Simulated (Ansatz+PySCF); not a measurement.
Two shapes of singlet H₂F₂.

Shape 1:

```xyz
4

F     0.0000   -0.3843   -1.1941
H     0.0000    0.4552   -0.7986
F     0.0000    0.3843    1.1941
H     0.0000   -0.4552    0.7986
```

Shape 2:

```xyz
4

F     0.0302   -0.3499   -1.2142
H     0.0229    0.4116   -0.8069
F     0.0364    0.3756    1.1608
H     0.0004   -0.4963    0.8271
```

Basis set: def2-SVP (spherical functions). Left uncorrelated: 2 orbitals. Charge 0, multiplicity 1.

Computed with Ansatz (development build ahead of 0.2.0); each method stands on the lowest determinant of its kind that the runs found.

(1) Which shape is lower in energy, and by how much in each method?

## Answers

(1)

```csv
method,E(2) − E(1) (eV)
RHF-MP2,0.137
UHF-MP2,0.137
PBE (unrestricted),0.188
r²SCAN (unrestricted),0.153
ωB97X (unrestricted),0.144
```

Shape 1 is lower.
